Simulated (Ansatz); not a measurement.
Cartesian coordinates (Å):
SMILES: [C]#C
```xyz
3

C      1.1444    -0.0701     0.0000
C     -0.0351     0.2436     0.0000
H     -1.1093     0.2632     0.0000
```
Charge 0, spin multiplicity 2.

Method: frozen-core CCSD(T)/cc-pVTZ // PBE-D3(BJ)/def2-TZVP run with Ansatz (a program for electronic structure).

```
Quantity                       Value
----------------------  ------------
HF energy               -76.17593 Ha
MP2 correlation energy   -0.23801 Ha
```

Task: Estimate the CCSD correlation energy, the (T) correction, the total energy and the T1 diagnostic.

Result: 
```
Quantity                       Result
-----------------------  ------------
CCSD correlation energy   -0.27565 Ha
(T) correction            -0.01516 Ha
CCSD(T) total energy     -76.46675 Ha
T1 diagnostic                   0.074
```
